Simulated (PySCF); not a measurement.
**NH: input and log**

State: ³Σ⁻ (triplet), unpaired electrons π ↑↑.

An equivalent input (the run itself took its basis sets from the Basis Set Exchange, started from a PBE0 density and held the occupation σ 3α 3β, πx 1α 0β, πy 1α 0β):

```python
from pyscf import gto, dft
mol = gto.M(atom='H 0 0 0; N 0 0 1.039', basis={'H': 'cc-pVTZ', 'N': 'cc-pVTZ'},
            charge=0, spin=2, verbose=4, symmetry='C2v')
mf = dft.UKS(mol, xc='HYB_GGA_XC_B97_3')
mf.grids.atom_grid = (80, 434)
mf.grids.prune = dft.gen_grid.treutler_prune
mf.irrep_nelec = {'A1': (3, 3), 'B1': (1, 0), 'B2': (1, 0)}
mf.conv_tol = 1e-9
mf.max_cycle = 60
mf.diis_space = 10
mf.kernel()
```

The log (some set-up lines and the per-cycle HOMO/LUMO lines removed):

```
******** <class 'pyscf.dft.uks_symm.SymAdaptedUKS'> ********
method = SymAdaptedUKS
damping factor = 0
level_shift factor = 0
DIIS = <class 'pyscf.scf.diis.CDIIS'>
diis_start_cycle = 1
diis_space = 10
diis_damp = 0
SCF conv_tol = 1e-09
SCF conv_tol_grad = None
SCF max_cycles = 60
number electrons alpha = 5  beta = 3
Set gradient conv threshold to 3.16228e-05
init E= -55.2232903259337
cycle= 1 E= -55.2235171265867  delta_E= -0.000227  |g|= 0.00409  |ddm|= 0.103
cycle= 2 E= -55.2235248225997  delta_E= -7.7e-06  |g|= 0.00229  |ddm|= 0.00991
cycle= 3 E= -55.2235271482084  delta_E= -2.33e-06  |g|= 0.000799  |ddm|= 0.00498
cycle= 4 E= -55.2235275969971  delta_E= -4.49e-07  |g|= 0.000125  |ddm|= 0.00196
cycle= 5 E= -55.2235276147963  delta_E= -1.78e-08  |g|= 3.55e-05  |ddm|= 0.000403
cycle= 6 E= -55.223527616396  delta_E= -1.6e-09  |g|= 6.23e-06  |ddm|= 0.000148
cycle= 7 E= -55.223527616434  delta_E= -3.8e-11  |g|= 6.7e-07  |ddm|= 2.51e-05
Extra cycle  E= -55.2235276164343  delta_E= -3.06e-13  |g|= 3.88e-07  |ddm|= 1.95e-06
converged SCF energy = -55.2235276164343  <S^2> = 2.0060115  2S+1 = 3.004005
```

Repeating this along the bond gives Re = 1.039 Å and ωe = 3295 cm⁻¹.

A point of this curve took 0.26 CPU seconds beside 0.027 for the integrals, on Arm Neoverse V2 (shared host).

The state is the lowest determinant that a PBE0 search found; another state may lie lower at other levels.
